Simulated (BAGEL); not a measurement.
# MgNH2F (SMILES [NH2][Mg][F]): levels of theory compared

We compute a comparison of 6 runs (HF/STO-3G, B3LYP/6-31G*, PBE0/def2-SVP, B3LYP/def2-TZVP, RI-MP2/cc-pVDZ) of MgNH2F. 

The calculation is run with BAGEL 1.2.2.

6 further runs of the same task are left out: 3 that didn't finish, 3 set aside as unsound or not needed.

**1. The system as given**

The species is MgNH2F (5 atoms), meant as a singlet with charge 0. As SMILES, `[NH2][Mg][F]`. Geometry: relaxed at PBE0-D4/def2-TZVP.

Bond lengths: N1–Mg2 1.876 Å, Mg2–F3 1.755 Å, N1–H4 1.009 Å, N1–H5 1.009 Å. Angles: N1–Mg2–F3 180.0°, Mg2–N1–H4 126.3°, Mg2–N1–H5 126.3°, H4–N1–H5 107.3°.

**2. A single-point energy at HF/STO-3G (run 1)**

input.json

```json
{ "bagel": [

{
  "title": "molecule",
  "basis": "sto-3g",
  "df_basis": "qzvpp-jkfit",
  "geometry": [
    { "atom": "N", "xyz": [    -1.04029423,     1.14498506,    -0.41366105 ] },
    { "atom": "Mg", "xyz": [     1.26252602,    -1.40690110,     0.45372324 ] },
    { "atom": "F", "xyz": [     3.41719175,    -3.79438109,     1.26498267 ] },
    { "atom": "H", "xyz": [    -1.03802656,     2.93682337,     0.23621577 ] },
    { "atom": "H", "xyz": [    -2.50728862,     0.98038991,    -1.61949529 ] }
  ]
},

{
  "title": "hf",
  "df": false
},

{
  "title": "print",
  "file": "orbitals.molden",
  "orbitals": true
}

]}
```

On the command line:

```
BAGEL_NUM_THREADS=1 BAGEL input.json > input.out
```

Output:

```text
* using 1 threads per process

  ===============================================================
  ===============================================================

  *** Geometry ***

  { "atom" : "N", "xyz" : [     -1.040294,      1.144985,     -0.413661 ] },
  { "atom" : "Mg", "xyz" : [      1.262526,     -1.406901,      0.453723 ] },
  { "atom" : "F", "xyz" : [      3.417192,     -3.794381,      1.264983 ] },
  { "atom" : "H", "xyz" : [     -1.038027,      2.936823,      0.236216 ] },
  { "atom" : "H", "xyz" : [     -2.507289,      0.980390,     -1.619495 ] },

  Number of auxiliary basis functions:      302

  Since a DF basis is specified, we compute 2- and 3-index integrals:
    o Being stored without compression. Storage requirement is 0.001 GB

  Number of basis functions:       21
  Number of electrons      :       30

    * METHOD: MOLECULE                             0.05

  *** RHF ***

  === Nuclear Repulsion ===
    80.1987038842

      * DIIS with orbital gradients will be used.

  === RHF iteration (sto-3g) ===
      0       -349.95476926          0.03094986           0.01
      1       -350.08101662          0.00624515           0.01
      2       -350.08592334          0.00123476           0.01
      3       -350.08618535          0.00016689           0.01
      4       -350.08619300          0.00003366           0.01
      5       -350.08619336          0.00000567           0.01
      6       -350.08619337          0.00000150           0.01
      7       -350.08619337          0.00000032           0.01
      8       -350.08619337          0.00000006           0.01
      9       -350.08619337          0.00000001           0.01
     10       -350.08619337          0.00000000           0.01
    * SCF iteration converged.

    * Permanent dipole moment:
           (    0.117464,    -0.131076,     0.045120) a.u.

    * METHOD: HF                                   0.17

    * METHOD: PRINT                                0.00

  ===============================================================
```

It took 0.42 s on 1 thread of AMD EPYC 9R45 (Zen 5), shared host; peak memory 0.08 GiB.

**3. The energy at B3LYP/6-31G(d) (density fitting with qzvpp-jkfit, spherical functions) (run 2)**

input.json

```json
{ "bagel": [

{
  "title": "molecule",
  "basis": "6-31gs.json",
  "df_basis": "qzvpp-jkfit",
  "angstrom": true,
  "geometry": [
    { "atom": "N", "xyz": [      -0.550500,       0.605900,      -0.218900 ] },
    { "atom": "Mg", "xyz": [       0.668100,      -0.744500,       0.240100 ] },
    { "atom": "F", "xyz": [       1.808300,      -2.007900,       0.669400 ] },
    { "atom": "H", "xyz": [      -0.549300,       1.554100,       0.125000 ] },
    { "atom": "H", "xyz": [      -1.326800,       0.518800,      -0.857000 ] }
  ]
},

{
  "title": "ks",
  "xc_func": "b3lyp"
},

{
  "title": "print",
  "file": "orbitals.molden",
  "orbitals": true
}

]}
```

The basis set 6-31G* is read from a file made from the Basis Set Exchange's data (not shown).

On the command line:

```
BAGEL_NUM_THREADS=1 BAGEL input.json > input.out
```

Output:

```text
* using 1 threads per process

  ===============================================================
  ===============================================================

  *** Geometry ***

  { "atom" : "N", "xyz" : [     -1.040294,      1.144985,     -0.413661 ] },
  { "atom" : "Mg", "xyz" : [      1.262526,     -1.406901,      0.453723 ] },
  { "atom" : "F", "xyz" : [      3.417192,     -3.794381,      1.264983 ] },
  { "atom" : "H", "xyz" : [     -1.038027,      2.936823,      0.236216 ] },
  { "atom" : "H", "xyz" : [     -2.507289,      0.980390,     -1.619495 ] },

  Number of auxiliary basis functions:      302

  Since a DF basis is specified, we compute 2- and 3-index integrals:
    o Being stored without compression. Storage requirement is 0.006 GB

  Number of basis functions:       50
  Number of electrons      :       30

    * METHOD: MOLECULE                             0.06

  *** Kohn-Sham DFT ***

    * Removing 7209 points whose weight is below 1.00e-10
    * Grid points: 67321

  === Nuclear Repulsion ===
    80.1987038886

       - DIIS with orbital gradients will be used.

  === KS iteration (b3lyp / 6-31gs.json) ===
      0       -342.54574452          0.15338626           0.10
      1       -336.66498966          0.17456899           0.08
      2       -347.18026574          0.15205124           0.07
      3       -355.43289808          0.04763282           0.07
      4       -355.61043028          0.04350444           0.07
      5       -355.90501134          0.01609680           0.07
      6       -355.94155020          0.00701642           0.07
      7       -355.94986138          0.00080122           0.07
      8       -355.94996428          0.00002987           0.07
      9       -355.94996453          0.00000344           0.07
     10       -355.94996454          0.00000117           0.07
     11       -355.94996454          0.00000025           0.07
     12       -355.94996454          0.00000027           0.07
     13       -355.94996454          0.00000001           0.07
    * SCF iteration converged.

    * Permanent dipole moment:
           (    0.551057,    -0.611386,     0.208241) a.u.

    * METHOD: KS                                   1.21

    * METHOD: PRINT                                0.00

  ===============================================================
```

Wall time 1.5 s (1 thread of AMD EPYC 9R45 (Zen 5), shared host); peak memory 0.19 GiB.

Runs 3 to 5 aren't shown in full; the table further down has their settings and results.

**4. Energy and forces at RI-MP2/cc-pVDZ (density fitting with qzvpp-jkfit) (run 6)**

input.json

```json
{ "bagel": [

{
  "title": "molecule",
  "basis": "cc-pvdz.json",
  "df_basis": "qzvpp-jkfit",
  "angstrom": true,
  "geometry": [
    { "atom": "N", "xyz": [   -0.550500,    0.605900,   -0.218900 ] },
    { "atom": "Mg", "xyz": [    0.668100,   -0.744500,    0.240100 ] },
    { "atom": "F", "xyz": [    1.808300,   -2.007900,    0.669400 ] },
    { "atom": "H", "xyz": [   -0.549300,    1.554100,    0.125000 ] },
    { "atom": "H", "xyz": [   -1.326800,    0.518800,   -0.857000 ] }
  ]
},
{
  "title": "force",
  "method": [
    {
      "title": "mp2",
      "ncore": 3
    }
  ]
}

]}
```

The basis set cc-pVDZ is read from a file made from the Basis Set Exchange's data (not shown).

On the command line:

```
BAGEL_NUM_THREADS=1 BAGEL input.json > input.out
```

Output:

```text
* using 1 threads per process

  ===============================================================
  ===============================================================

  *** Geometry ***

  { "atom" : "N", "xyz" : [     -1.040294,      1.144985,     -0.413661 ] },
  { "atom" : "Mg", "xyz" : [      1.262526,     -1.406901,      0.453723 ] },
  { "atom" : "F", "xyz" : [      3.417192,     -3.794381,      1.264983 ] },
  { "atom" : "H", "xyz" : [     -1.038027,      2.936823,      0.236216 ] },
  { "atom" : "H", "xyz" : [     -2.507289,      0.980390,     -1.619495 ] },

  Number of auxiliary basis functions:      302

  Since a DF basis is specified, we compute 2- and 3-index integrals:
    o Being stored without compression. Storage requirement is 0.008 GB

[... 20 lines left out ...]
    * SCF iteration converged.
[... 1 line left out ...]
    * Permanent dipole moment:
[... 6 lines left out ...]
      MP2 correlation energy:   -0.4020324101
[... 1 line left out ...]
    * Permanent dipole moment: MP2 unrelaxed
[... 2 lines left out ...]
  === Z-vector iteration ===

      0     0.00060565107529           0.00
      1     0.00008834873457           0.00
      2     0.00001951912082           0.00
[... 5 lines of this table left out ...]
      8     0.00000000432607           0.00

    * Permanent dipole moment: MP2 relaxed
           (    0.576528,    -0.639527,     0.217746) a.u.

  * Nuclear energy gradient

    o Atom   0
        x         -0.0036572185
        y          0.0040883665
        z         -0.0013860404
    o Atom   1
        x         -0.0000807564
        y          0.0000868565
        z         -0.0000255154
    o Atom   2
        x         -0.0043491116
        y          0.0048224737
        z         -0.0016416027
    o Atom   3
        x          0.0009797960
        y         -0.0085906721
        z         -0.0023474222
    o Atom   4
        x          0.0071072906
        y         -0.0004070246
        z          0.0054005807

    * METHOD: FORCE                                0.60

  ===============================================================
```

It took 0.86 s on 1 thread of AMD EPYC 9R45 (Zen 5), shared host; peak memory 0.086 GiB.

**5. Overview of the runs**

| run | level | integral approximation | Cartesian functions | energy (Eh) | dipole moment (D) | wall time |
| --- | --- | --- | --- | --- | --- | --- |
| 1 | HF/STO-3G | none | no | -350.086193 | 0.46 | 0.42 s |
| 2 | B3LYP/6-31G* (density fitting with qzvpp-jkfit, spherical functions) | qzvpp-jkfit | no | -355.949965 | 2.16 | 1.5 s |
| 3 | B3LYP/6-31G* (density fitting with qzvpp-jkfit, Cartesian functions) | qzvpp-jkfit | yes | -355.953443 | 2.14 | 3.3 s |
| 4 | PBE0/def2-SVP (density fitting with qzvpp-jkfit) | qzvpp-jkfit | no | -355.499534 | 2.39 | 1.6 s |
| 5 | B3LYP/def2-TZVP (density fitting with qzvpp-jkfit) | qzvpp-jkfit | no | -356.057257 | 2.23 | 6.6 s |
| 6 | RI-MP2/cc-pVDZ (density fitting with qzvpp-jkfit) | qzvpp-jkfit | no | -355.148483 | 2.26 | 0.86 s |

**6. What came out**

| quantity | value |
| --- | --- |
| run 6: total energy | -355.14848 Eh |
| run 6: dipole moment (of the density that the program reports) | 2.26 D |
| run 6: correlation energy (3 core orbitals frozen) | -402.0 mEh |
| run 6: largest force on an atom | 0.461 eV/Å |

The dipole moment (its size) runs from 0.46 D (HF/STO-3G) to 2.39 D (PBE0/def2-SVP). The two ends differ in method and basis. Over runs 1, 2, 4 the HOMO–LUMO gap runs from 4.64 eV (B3LYP/6-31G*) to 17.12 eV (HF/STO-3G). Totals of different functionals can't be ranked against each other. In run 1 the basis is minimal, so the values are rough. All runs together took 14 s, the longest 6.6 s.
